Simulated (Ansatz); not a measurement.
SrMoO₄ (I4₁/a, No. 88) was calculated with PBEsol (Ansatz, a program for electronic structure, PAW).

Run with plane-wave cutoff 520 eV, 10×10×10 k mesh, Fermi–Dirac smearing 0.01 eV, no spin polarisation, scalar-relativistic PAW data made under PBE.

Cell (relaxed at this level):

```cif
data_Mo2O8Sr2
_chemical_formula_sum 'Sr2 Mo2 O8'
_space_group_name_H-M_alt 'P 1'
_space_group_IT_number 1
_cell_length_a 7.06429
_cell_length_b 7.06429
_cell_length_c 7.06429
_cell_angle_alpha 135.219
_cell_angle_beta 135.219
_cell_angle_gamma 65.190
loop_
_space_group_symop_operation_xyz
  'x, y, z'
loop_
_atom_site_label
_atom_site_type_symbol
_atom_site_fract_x
_atom_site_fract_y
_atom_site_fract_z
_atom_site_occupancy
Sr1 Sr 0.00000 0.00000 0.00000 1
Sr2 Sr 0.75000 0.25000 0.50000 1
Mo1 Mo 0.50000 0.50000 0.00000 1
Mo2 Mo 0.25000 0.75000 0.50000 1
O1 O 0.02816 0.43065 0.12320 1
O2 O 0.18065 0.55745 0.90249 1
O3 O 0.30745 0.90496 0.87680 1
O4 O 0.65496 0.27816 0.09751 1
O5 O 0.72184 0.81935 0.37680 1
O6 O 0.56935 0.69255 0.59751 1
O7 O 0.44255 0.34504 0.62320 1
O8 O 0.09504 0.97184 0.40249 1
```

### Question
Predict the band gap.

### Answer

* **band gap**: 3.72 eV

Spin–orbit coupling is not included.

Computed values are for the static lattice.
